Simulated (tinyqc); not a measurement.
CCSD on RHF in the sto-3g basis, for H2O, spin multiplicity 1, step by step. One step of it, computed by the program tinyqc.

Problem. Integrals over molecular orbitals. (pq|rs) = sum C_ip C_jq C_kr C_ls (ij|kl), one index at a time.

coefficients C:
```
              MO1        MO2        MO3        MO4       MO5        MO6        MO7
1O 1s    0.994421  -0.238762   0.000000   0.094601  0.000000  -0.112530   0.000000
1O 2s    0.024199   0.882929   0.000000  -0.484582  0.000000   0.678524   0.000000
1O 2px   0.000000   0.000000   0.000000   0.000000  1.000000   0.000000   0.000000
1O 2py   0.000000   0.000000   0.608100   0.000000  0.000000   0.000000   0.920964
1O 2pz   0.003230   0.088405   0.000000   0.746960  0.000000   0.741503   0.000000
2H 1s   -0.004655   0.144947   0.452772   0.327526  0.000000  -0.713116  -0.737768
3H 1s   -0.004655   0.144947  -0.452772   0.327526  0.000000  -0.713116   0.737768
```

core Hamiltonian H = T + V (hartree), lower triangle:
```
             1O 1s      1O 2s     1O 2px     1O 2py     1O 2pz      2H 1s      3H 1s
1O 1s   -32.584316
1O 2s    -7.580471  -9.207551
1O 2px    0.000000   0.000000  -7.352662
1O 2py    0.000000   0.000000   0.000000  -7.465393
1O 2pz   -0.014783  -0.180407   0.000000   0.000000  -7.423011
2H 1s    -1.263756  -2.948757   0.000000  -1.686880  -1.382458  -4.568198
3H 1s    -1.263756  -2.948757   0.000000   1.686880  -1.382458  -1.106671  -4.568198
```

Two-electron integrals (ij|kl) in chemists' order, unique and non-zero (hartree):
```
(11|11) 4.785065    (21|11) 0.741380    (21|21) 0.136873    (22|11) 1.118947
(22|21) 0.256633    (22|22) 0.817206    (31|31) 0.024477    (32|31) 0.037809
(32|32) 0.180518    (33|11) 1.115814    (33|21) 0.256684    (33|22) 0.817023
(33|33) 0.880159    (41|41) 0.024477    (42|41) 0.037809    (42|42) 0.180518
(43|43) 0.047444    (44|11) 1.115814    (44|21) 0.256684    (44|22) 0.817023
(44|33) 0.785270    (44|44) 0.880159    (51|51) 0.024477    (52|51) 0.037809
(52|52) 0.180518    (53|53) 0.047444    (54|54) 0.047444    (55|11) 1.115814
(55|21) 0.256684    (55|22) 0.817023    (55|33) 0.785270    (55|44) 0.785270
(55|55) 0.880159    (61|11) 0.124105    (61|21) 0.022733    (61|22) 0.042398
(61|33) 0.042315    (61|41) 0.000820    (61|42) 0.001542    (61|44) 0.042473
(61|51) 0.000648    (61|52) 0.001218    (61|54) 0.000124    (61|55) 0.042413
(61|61) 0.003824    (62|11) 0.317839    (62|21) 0.073881    (62|22) 0.262412
(62|33) 0.257830    (62|41) 0.004361    (62|42) 0.034048    (62|44) 0.266136
(62|51) 0.003445    (62|52) 0.026896    (62|54) 0.006561    (62|55) 0.263013
(62|61) 0.012527    (62|62) 0.106466    (63|31) 0.007535    (63|32) 0.044571
(63|43) 0.006976    (63|53) 0.005511    (63|63) 0.014759    (64|11) 0.184933
(64|21) 0.043524    (64|22) 0.165040    (64|33) 0.157643    (64|41) 0.009776
(64|42) 0.064717    (64|44) 0.176553    (64|51) 0.001771    (64|52) 0.015915
(64|54) 0.009427    (64|55) 0.160736    (64|61) 0.007688    (64|62) 0.081366
(64|64) 0.076223    (65|11) 0.146090    (65|21) 0.034382    (65|22) 0.130376
(65|33) 0.124532    (65|41) 0.001771    (65|42) 0.015915    (65|44) 0.128448
(65|51) 0.008934    (65|52) 0.057143    (65|54) 0.010070    (65|55) 0.137998
(65|61) 0.006074    (65|62) 0.064276    (65|64) 0.048554    (65|65) 0.053115
(66|11) 0.473781    (66|21) 0.111907    (66|22) 0.457188    (66|33) 0.439126
(66|41) 0.008169    (66|42) 0.089160    (66|44) 0.472138    (66|51) 0.006453
(66|52) 0.070433    (66|54) 0.026078    (66|55) 0.459727    (66|61) 0.019118
(66|62) 0.238995    (66|64) 0.208421    (66|65) 0.164645    (66|66) 0.774606
(71|11) 0.124105    (71|21) 0.022733    (71|22) 0.042398    (71|33) 0.042315
(71|41) -0.000820   (71|42) -0.001542   (71|44) 0.042473    (71|51) 0.000648
(71|52) 0.001218    (71|54) -0.000124   (71|55) 0.042413    (71|61) 0.003766
(71|62) 0.012134    (71|64) 0.006838    (71|65) 0.005889    (71|66) 0.018351
(71|71) 0.003824    (72|11) 0.317839    (72|21) 0.073881    (72|22) 0.262412
(72|33) 0.257830    (72|41) -0.004361   (72|42) -0.034048   (72|44) 0.266136
(72|51) 0.003445    (72|52) 0.026896    (72|54) -0.006561   (72|55) 0.263013
(72|61) 0.012134    (72|62) 0.085157    (72|64) 0.045149    (72|65) 0.049961
(72|66) 0.154981    (72|71) 0.012527    (72|72) 0.106466    (73|31) 0.007535
(73|32) 0.044571    (73|43) -0.006976   (73|53) 0.005511    (73|63) 0.011383
(73|73) 0.014759    (74|11) -0.184933   (74|21) -0.043524   (74|22) -0.165040
(74|33) -0.157643   (74|41) 0.009776    (74|42) 0.064717    (74|44) -0.176553
(74|51) -0.001771   (74|52) -0.015915   (74|54) 0.009427    (74|55) -0.160736
(74|61) -0.006838   (74|62) -0.045149   (74|64) -0.013047   (74|65) -0.025952
(74|66) -0.074336   (74|71) -0.007688   (74|72) -0.081366   (74|74) 0.076223
(75|11) 0.146090    (75|21) 0.034382    (75|22) 0.130376    (75|33) 0.124532
(75|41) -0.001771   (75|42) -0.015915   (75|44) 0.128448    (75|51) 0.008934
(75|52) 0.057143    (75|54) -0.010070   (75|55) 0.137998    (75|61) 0.005889
(75|62) 0.049961    (75|64) 0.025952    (75|65) 0.040258    (75|66) 0.099203
(75|71) 0.006074    (75|72) 0.064276    (75|74) -0.048554   (75|75) 0.053115
(76|11) 0.109377    (76|21) 0.025671    (76|22) 0.099331    (76|33) 0.096956
(76|44) 0.098902    (76|51) 0.001851    (76|52) 0.017370    (76|55) 0.102026
(76|61) 0.004308    (76|62) 0.040185    (76|64) 0.026668    (76|65) 0.027285
(76|66) 0.094625    (76|71) 0.004308    (76|72) 0.040185    (76|74) -0.026668
(76|75) 0.027285    (76|76) 0.019034    (77|11) 0.473781    (77|21) 0.111907
(77|22) 0.457188    (77|33) 0.439126    (77|41) -0.008169   (77|42) -0.089160
(77|44) 0.472138    (77|51) 0.006453    (77|52) 0.070433    (77|54) -0.026078
(77|55) 0.459727    (77|61) 0.018351    (77|62) 0.154981    (77|64) 0.074336
(77|65) 0.099203    (77|66) 0.305806    (77|71) 0.019118    (77|72) 0.238995
(77|74) -0.208421   (77|75) 0.164645    (77|76) 0.094625    (77|77) 0.774606
```

Give: one-electron integrals over orbitals h = C^T H C; Two-electron integrals over orbitals.

Solution.

one-electron integrals over orbitals h = C^T H C (hartree), lower triangle:
```
          1        2        3        4        5        6        7
1  -32.5676
2    0.5675  -7.5688
3    0.0000   0.0000  -6.0376
4   -0.2119   0.5199   0.0000  -6.6269
5    0.0000   0.0000   0.0000   0.0000  -7.3527
6    0.2582  -1.2287   0.0000  -1.2962   0.0000  -5.3007
7    0.0000   0.0000  -1.7615   0.0000   0.0000   0.0000  -5.5155
```

Two-electron integrals over orbitals (pq|rs), unique and non-zero (hartree):
```
(11|11) 4.7466      (21|11) -0.4276     (21|21) 0.0609      (22|11) 1.0181
(22|21) -0.0150     (22|22) 0.7237      (31|31) 0.0106      (32|31) 0.0169
(32|32) 0.1319      (33|11) 0.7655      (33|21) -0.0047     (33|22) 0.6181
(33|33) 0.5973      (41|11) 0.1679      (41|21) -0.0220     (41|22) 0.0128
(41|33) 0.0057      (41|41) 0.0246      (42|11) -0.1464     (42|21) 0.0082
(42|22) -0.0212     (42|33) 0.0044      (42|41) 0.0184      (42|42) 0.1295
(43|31) -0.0026     (43|32) 0.0272      (43|43) 0.0548      (44|11) 0.9414
(44|21) -0.0115     (44|22) 0.6624      (44|33) 0.5689      (44|41) -0.0090
(44|42) -0.0955     (44|44) 0.7108      (51|51) 0.0260      (52|51) 0.0331
(52|52) 0.1497      (53|53) 0.0266      (54|51) -0.0121     (54|52) -0.0446
(54|54) 0.0493      (55|11) 1.1154      (55|21) -0.0121     (55|22) 0.7535
(55|33) 0.6043      (55|41) 0.0047      (55|42) -0.0793     (55|44) 0.6949
(55|55) 0.8802      (61|11) -0.2014     (61|21) 0.0306      (61|22) -0.0019
(61|33) 0.0006      (61|41) 0.0026      (61|42) 0.0208      (61|44) -0.0161
(61|55) -0.0054     (61|61) 0.0265      (62|11) 0.2710      (62|21) -0.0061
(62|22) 0.1327      (62|33) 0.0672      (62|41) 0.0185      (62|42) 0.0307
(62|44) 0.0655      (62|55) 0.1432      (62|61) 0.0098      (62|62) 0.0956
(63|31) 0.0027      (63|32) -0.0373     (63|43) -0.0370     (63|63) 0.0744
(64|11) 0.2650      (64|21) -0.0034     (64|22) 0.1234      (64|33) 0.0481
(64|41) 0.0012      (64|42) -0.0477     (64|44) 0.1317      (64|55) 0.1463
(64|61) -0.0018     (64|62) 0.0602      (64|64) 0.0945      (65|51) 0.0134
(65|52) 0.0521      (65|54) 0.0048      (65|65) 0.0348      (66|11) 0.7846
(66|21) -0.0074     (66|22) 0.5959      (66|33) 0.5514      (66|41) 0.0182
(66|42) 0.0489      (66|44) 0.5447      (66|55) 0.5792      (66|61) 0.0088
(66|62) 0.0928      (66|64) 0.0522      (66|66) 0.5835      (71|31) 0.0144
(71|32) 0.0218      (71|43) -0.0036     (71|63) 0.0031      (71|71) 0.0195
(72|31) 0.0147      (72|32) 0.0529      (72|43) -0.0310     (72|63) 0.0306
(72|71) 0.0190      (72|72) 0.0674      (73|11) 0.3695      (73|21) -0.0070
(73|22) 0.1611      (73|33) 0.0887      (73|41) -3.12e-04   (73|42) -0.0780
(73|44) 0.1442      (73|55) 0.2012      (73|61) -0.0058     (73|62) 0.0693
(73|64) 0.0991      (73|66) 0.0438      (73|73) 0.1593      (74|31) -0.0084
(74|32) -0.0733     (74|43) -0.0120     (74|63) 0.0536      (74|71) -0.0114
(74|72) -0.0171     (74|74) 0.0711      (75|53) 0.0239      (75|75) 0.0250
(76|31) 0.0077      (76|32) 0.0872      (76|43) 0.0608      (76|63) -0.0660
(76|71) 0.0102      (76|72) -0.0050     (76|74) -0.0604     (76|76) 0.1126
(77|11) 0.8401      (77|21) -0.0089     (77|22) 0.6095      (77|33) 0.5848
(77|41) 0.0038      (77|42) -0.0179     (77|44) 0.5814      (77|55) 0.6101
(77|61) -0.0038     (77|62) 0.0619      (77|64) 0.0502      (77|66) 0.5514
(77|73) 0.0949      (77|77) 0.5978
```
